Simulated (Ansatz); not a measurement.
**Step by step: Eu, relaxation of cell and atoms**

Computed with DFT, PBE, PAW with Ansatz's default frozen-core files, scalar-relativistic in Ansatz 0.2.0.

Command: `ansatz run input.yaml --threads 1 --pin off --max-ram 3072MiB --backend cpu --events-out ev --progress --plain --runs-dir out` The run took 52 s on 1 thread of Arm Neoverse V1, with other jobs on the host.

```yaml
crystal:
  lattice:
    - [-2.0281634582, 2.0281634582, 2.0281634582]
    - [2.0281634582, -2.0281634582, 2.0281634582]
    - [2.0281634582, 2.0281634582, -2.0281634582]
  atoms:
    - { symbol: Eu, position: [0.0, 0.0, 0.0], spin: 7.0 }
magnetization:
  spin_polarized: true
kpoints:
  mp_grid: { grid: [14, 14, 14] }
scf:
  occupations: { method: fermi_dirac, width: 0.05 }
hamiltonian:
  xc: pbe
  pseudopotentials: { kind: paw }
output:
  forces: true
  stress: true
relax:
  f_tol: 0.005
  max_steps: 80
  cell: {}
```

Where the f shell is localised, expect the real compound to differ from this run without U.

Spin–orbit coupling is left out, though it moves levels of the heavy atoms by tenths of an eV or more.

The run is spin-polarised from parallel moments and ends with 7.27 μB in the cell; other orders may lie lower.

The cell is built from the bcc type as a first guess.

The cutoff is 420 eV; energies and pressures of the walk include the program's estimate of the Pulay term.

Each frame lists the cell vectors (Å), then Cartesian positions (Å); symmetry keeps all forces zero. Free energies count from the first step, -8766.3634 eV.

The walk took 7 evaluations in all; steps that aren't listed are left out.

Step 1: E = 0.0 meV, P = 4.89 GPa

```
cell -2.0282 2.0282 2.0282 2.0282 -2.0282 2.0282 2.0282 2.0282 -2.0282
Eu    0.0000    0.0000    0.0000
```

Step 2: E = -81.0 meV, P = 2.11 GPa

```
cell -2.1045 2.1045 2.1045 2.1045 -2.1045 2.1045 2.1045 2.1045 -2.1045
Eu    0.0000    0.0000    0.0000
```

Step 3: E = -107.3 meV, P = 0.43 GPa

```
cell -2.1708 2.1708 2.1708 2.1708 -2.1708 2.1708 2.1708 2.1708 -2.1708
Eu    0.0000    0.0000    0.0000
```

How does the relaxation end?

It converges, with a = 4.384 Å, b = 4.384 Å, c = 4.384 Å, α = 90.00°, β = 90.00°, γ = 90.00° (conventional cell, space group Im-3m). The last solve (on a basis chosen afresh for the final cell, so its energy is not quite comparable) gives E = -111.5 meV, P = 0.01 GPa:
```
cell -2.1921 2.1921 2.1921 2.1921 -2.1921 2.1921 2.1921 2.1921 -2.1921
Eu    0.0000    0.0000    0.0000
```
